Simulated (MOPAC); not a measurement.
**C3H10NP (SMILES CP(C)(C)=N) at RM1**

Aim: the adiabatic ionisation energy of C3H10NP at RM1, from 2 runs. 

The results are computed with MOPAC 23.2.5.

1 further run of the same task is left out (set aside as unsound or not needed).

### Step 1. The molecule

C3H10NP: 15 atoms, total charge 0, spin state singlet. As SMILES, `CP(C)(C)=N`. All atoms were displaced at random from a relaxed shape. The run starts from this shape.

Bond lengths: C1–P2 1.807 Å, P2–C3 1.814 Å, P2–C4 1.798 Å, P2–N5 1.559 Å, C1–H6 1.114 Å, C1–H7 1.081 Å, C1–H8 1.078 Å, C3–H9 1.087 Å, C3–H10 1.120 Å, C3–H11 1.083 Å, C4–H12 1.067 Å, C4–H13 1.089 Å, C4–H14 1.075 Å, N5–H15 0.987 Å. Some angles: C1–P2–C3 102.4°, C1–P2–C4 105.2°, C1–P2–N5 118.0°, C3–P2–C4 104.9°, C3–P2–N5 117.3°, C4–P2–N5 107.7°, P2–C1–H6 108.8°, P2–C1–H7 112.5°, P2–C1–H8 109.6°, P2–C3–H9 110.0°.

### Step 2. A geometry optimisation at RM1

job.mop

```
BONDS EF GNORM=0.05 DISP CYCLES=300 PRECISE RM1 AUX(PRECISION=6) T=10M THREADS=1
RM1 optimise

C -1.617139 1 0.185946 1 0.314313 1
P 0.089915 1 0.332563 1 -0.259925 1
C 1.034388 1 0.153236 1 1.277807 1
C 0.408782 1 -1.179644 1 -1.179032 1
N 0.451307 1 1.534165 1 -1.185721 1
H -1.862672 1 1.072286 1 0.943157 1
H -1.782231 1 -0.710453 1 0.895956 1
H -2.284700 1 0.193916 1 -0.532449 1
H 0.873753 1 1.017889 1 1.916331 1
H 2.127068 1 0.135358 1 1.032783 1
H 0.811139 1 -0.757429 1 1.820779 1
H 0.199246 1 -2.043416 1 -0.588622 1
H 1.453411 1 -1.190358 1 -1.486728 1
H -0.207925 1 -1.172737 1 -2.059049 1
H 0.348096 1 2.446048 1 -0.822396 1
```

Launch:

```
$ mopac job.mop
```

job.out:

```text
MOPAC v23.2.5
RM1 CALCULATION RESULTS
[...]
 *  GNORM      - EXIT WHEN GRADIENT NORM DROPS BELOW 0.050
[...]
           Empirical Formula: C3 H10 N P  =    15 atoms
      MOLECULAR POINT GROUP   :   Cs
[...]
 CYCLE:     1 TIME:   0.008 TIME LEFT: 10.00M  GRAD.:   138.563 HEAT: -24.23977
[...]
 CYCLE:    64 TIME:   0.008 TIME LEFT:  9.99M  GRAD.:     0.032 HEAT: -35.95173
[...]
     SCF FIELD WAS ACHIEVED
[...]
                              SUM =        -35.95173 KCAL/MOL = FINAL HEAT OF FORMATION
          TOTAL ENERGY            =       -856.03745 EV
          ELECTRONIC ENERGY       =      -3443.10894 EV
          CORE-CORE REPULSION     =       2587.07149 EV
          COSMO AREA              =        132.24 SQUARE ANGSTROMS
          COSMO VOLUME            =        123.01 CUBIC ANGSTROMS
          GRADIENT NORM           =          0.03225          =       0.00833 PER ATOM
          IONIZATION POTENTIAL    =          8.469401 EV
          HOMO LUMO ENERGIES (EV) =         -8.469  2.029
          NO. OF FILLED LEVELS    =         16
          MOLECULAR WEIGHT        =         91.0925         POINT GROUP:  C1
[...]
              NET ATOMIC CHARGES AND DIPOLE CONTRIBUTIONS
  ATOM NO.   TYPE          CHARGE      No. of ELECS.   s-Pop       p-Pop
    1          C          -1.000840        5.0008     1.27553     3.72531
    2          P           2.879878        2.1201     0.75966     1.36047
    3          C          -1.000903        5.0009     1.27555     3.72536
    4          C          -0.979761        4.9798     1.26817     3.71159
    5          N          -1.423097        6.4231     1.63341     4.78968
    6          H           0.137672        0.8623     0.86233
    7          H           0.134382        0.8656     0.86562
    8          H           0.141342        0.8587     0.85866
    9          H           0.137718        0.8623     0.86228
   10          H           0.141217        0.8588     0.85878
   11          H           0.134371        0.8656     0.86563
   12          H           0.136181        0.8638     0.86382
[...]
 DIPOLE           X         Y         Z       TOTAL
 POINT-CHG.    -0.427    -1.398     1.142     1.855
 HYBRID        -0.295    -0.578     0.806     1.034
 SUM           -0.722    -1.976     1.948     2.867
[...]
 * JOB ENDED NORMALLY *
[...]
```

Wall time 0.38 s (1 thread of Arm Neoverse N1, shared host).

The path in brief:

| step | energy from the first frame kept (eV) | largest force (eV/Å) |
| --- | --- | --- |
| 0 | 0.0000 | 2.9819 |
| 3 | -0.4318 | 0.7045 |
| 6 | -0.4656 | 0.4042 |
| 9 | -0.4835 | 0.5591 |
| 12 | -0.4952 | 0.2680 |
| 15 | -0.5016 | 0.2368 |
| 18 | -0.5059 | 0.0651 |
| 21 | -0.5063 | 0.1812 |
| 24 | -0.5072 | 0.0181 |
| 27 | -0.5073 | 0.0232 |
| 30 | -0.5075 | 0.0094 |
| 33 | -0.5076 | 0.0125 |
| 36 | -0.5076 | 0.0054 |
| 39 | -0.5076 | 0.0045 |
| 42 | -0.5077 | 0.0120 |
| 45 | -0.5077 | 0.0121 |
| 48 | -0.5078 | 0.0087 |
| 51 | -0.5078 | 0.0052 |
| 54 | -0.5078 | 0.0073 |
| 57 | -0.5079 | 0.0084 |
| 60 | -0.5079 | 0.0031 |
| 63 | -0.5079 | 0.0008 |

After the run. Bond lengths: C1–P2 1.742 Å, P2–C3 1.742 Å, P2–C4 1.727 Å, P2–N5 1.476 Å, C1–H6 1.101 Å, C1–H7 1.101 Å, C1–H8 1.102 Å, C3–H9 1.101 Å, C3–H10 1.102 Å, C3–H11 1.101 Å, C4–H12 1.101 Å, C4–H13 1.102 Å, C4–H14 1.102 Å, N5–H15 0.982 Å. Some angles: C1–P2–C3 102.4°, C1–P2–C4 102.8°, C1–P2–N5 116.5°, C3–P2–C4 102.8°, C3–P2–N5 116.5°, C4–P2–N5 113.9°, P2–C1–H6 114.8°, P2–C1–H7 116.0°, P2–C1–H8 114.7°, P2–C3–H9 114.8°.

### Step 3. The doublet cation: a structure relaxation at RM1

input.mop

```
RM1 UHF DISP DOUBLET GNORM=0.05 CYCLES=300 CHARGE=1 THREADS=1 AUX(PRECISION=6)
RM1 optimise

C -1.542482 1 0.174345 1 0.287686 1
P 0.100143 1 0.356019 1 -0.264160 1
C 1.012939 1 0.139341 1 1.204080 1
C 0.383808 1 -1.122083 1 -1.111710 1
N 0.399824 1 1.566002 1 -1.054151 1
H -1.886829 1 0.957495 1 0.981178 1
H -1.769578 1 -0.758126 1 0.826848 1
H -2.301060 1 0.197444 1 -0.510752 1
H 0.868873 1 0.928118 1 1.959004 1
H 2.105910 1 0.121429 1 1.067910 1
H 0.811601 1 -0.786490 1 1.764485 1
H 0.177592 1 -2.048728 1 -0.554073 1
H 1.419618 1 -1.258189 1 -1.463359 1
H -0.204448 1 -1.241541 1 -2.036240 1
H 0.491263 1 2.520285 1 -1.268208 1
```

Launch:

```
$ mopac input.mop
```

input.out:

```text
MOPAC v23.2.5
RM1 CALCULATION RESULTS
[...]
 *  GNORM      - EXIT WHEN GRADIENT NORM DROPS BELOW 0.050
[...]
           Empirical Formula: C3 H10 N P  =    15 atoms
      MOLECULAR POINT GROUP   :   C1
[...]
 CYCLE:     1 TIME:   0.008 TIME LEFT:  2.00D  GRAD.:   296.217 HEAT:  137.6978
[...]
 CYCLE:    48 TIME:   0.000 TIME LEFT:  2.00D  GRAD.:     0.046 HEAT:  117.5894
[...]
     SCF FIELD WAS ACHIEVED
[...]
                              SUM =        117.58937 KCAL/MOL = FINAL HEAT OF FORMATION
          TOTAL ENERGY            =       -849.37928 EV
          ELECTRONIC ENERGY       =      -3455.44211 EV
          CORE-CORE REPULSION     =       2606.06283 EV
          COSMO AREA              =        130.72 SQUARE ANGSTROMS
          COSMO VOLUME            =        121.18 CUBIC ANGSTROMS
          GRADIENT NORM           =          0.04629          =       0.01195 PER ATOM
          IONIZATION POTENTIAL    =         15.228666 EV
          ALPHA SOMO LUMO (EV)    =        -16.307 -3.602
          BETA  SOMO LUMO (EV)    =        -15.229 -4.827
          NO. OF ALPHA ELECTRONS  =         16
          NO. OF BETA  ELECTRONS  =         15
          MOLECULAR WEIGHT        =         91.0925         POINT GROUP:  Cs
[...]
              NET ATOMIC CHARGES AND DIPOLE CONTRIBUTIONS
  ATOM NO.   TYPE          CHARGE      No. of ELECS.   s-Pop       p-Pop
    1          C          -1.167621        5.1676     1.27095     3.89667
    2          P           3.086975        1.9130     0.70375     1.20927
    3          C          -1.167626        5.1676     1.27093     3.89670
    4          C          -1.179187        5.1792     1.27649     3.90269
    5          N          -0.897894        5.8979     1.68050     4.21739
    6          H           0.224767        0.7752     0.77523
    7          H           0.220104        0.7799     0.77990
    8          H           0.223056        0.7769     0.77694
    9          H           0.224898        0.7751     0.77510
   10          H           0.222972        0.7770     0.77703
   11          H           0.220161        0.7798     0.77984
   12          H           0.217001        0.7830     0.78300
[...]
 DIPOLE           X         Y         Z       TOTAL
 POINT-CHG.    -0.081    -0.320     0.218     0.395
 HYBRID        -0.021    -0.368     0.044     0.371
 SUM           -0.102    -0.688     0.262     0.743
[...]
                    (S**2)  =    0.759831
[...]
 * JOB ENDED NORMALLY *
[...]
```

It took 0.32 s on 1 thread of Arm Neoverse N1, shared host.

Step by step:

| step | energy from the first frame kept (eV) | largest force (eV/Å) |
| --- | --- | --- |
| 0 | 0.0000 | 10.7528 |
| 2 | -0.2093 | 4.3899 |
| 4 | -0.5240 | 3.5217 |
| 6 | -0.8042 | 0.5100 |
| 8 | -0.8198 | 0.4779 |
| 10 | -0.8332 | 0.4210 |
| 12 | -0.8474 | 0.2277 |
| 14 | -0.8567 | 0.1819 |
| 16 | -0.8639 | 0.1859 |
| 18 | -0.8672 | 0.0953 |
| 20 | -0.8691 | 0.0544 |
| 22 | -0.8698 | 0.0359 |
| 24 | -0.8706 | 0.0498 |
| 26 | -0.8713 | 0.0223 |
| 28 | -0.8715 | 0.0247 |
| 30 | -0.8717 | 0.0106 |
| 32 | -0.8718 | 0.0080 |
| 34 | -0.8718 | 0.0078 |
| 36 | -0.8719 | 0.0099 |
| 38 | -0.8719 | 0.0141 |
| 40 | -0.8720 | 0.0058 |
| 42 | -0.8720 | 0.0044 |
| 44 | -0.8720 | 0.0020 |
| 46 | -0.8720 | 0.0013 |
| 47 | -0.8720 | 0.0010 |

After the run. Bond lengths: C1–P2 1.640 Å, P2–C3 1.640 Å, P2–C4 1.643 Å, P2–N5 1.588 Å, C1–H6 1.112 Å, C1–H7 1.111 Å, C1–H8 1.112 Å, C3–H9 1.112 Å, C3–H10 1.112 Å, C3–H11 1.111 Å, C4–H12 1.110 Å, C4–H13 1.111 Å, C4–H14 1.111 Å, N5–H15 1.001 Å. Some angles: C1–P2–C3 111.8°, C1–P2–C4 109.3°, C1–P2–N5 107.6°, C3–P2–C4 109.3°, C3–P2–N5 107.7°, C4–P2–N5 111.2°, P2–C1–H6 117.9°, P2–C1–H7 117.1°, P2–C1–H8 118.3°, P2–C3–H9 118.0°.

### Step 4. What came out

At RM1:

```
                                                               quantity           value
                                    run 1, RM1: total energy at the end    -31.45880 Eh
                                              run 1, RM1: dipole moment          2.87 D
                                                run 1, RM1: HOMO energy        -8.47 eV
                                                run 1, RM1: LUMO energy         2.03 eV
                                              run 1, RM1: HOMO–LUMO gap        10.50 eV
                                          run 1, RM1: heat of formation  -36.0 kcal/mol
                                doublet cation: total energy at the end    -31.21411 Eh
                             doublet cation: HOMO energy (over α and β)       -15.23 eV
                             doublet cation: LUMO energy (over α and β)        -4.83 eV
                                      doublet cation: heat of formation  117.6 kcal/mol
                                                   doublet cation: ⟨S²⟩           0.760
adiabatic ionisation energy (to the doublet cation, no zero-point term)        6.658 eV
```

**Reading.** The adiabatic ionisation energy (to the doublet cation, no zero-point term) is 6.66 eV (154 kcal/mol). The optimisation (run 1, RM1) took 63 steps and changed the energy by -0.508 eV. The optimisation (doublet cation) took 47 steps and changed the energy by -0.872 eV.
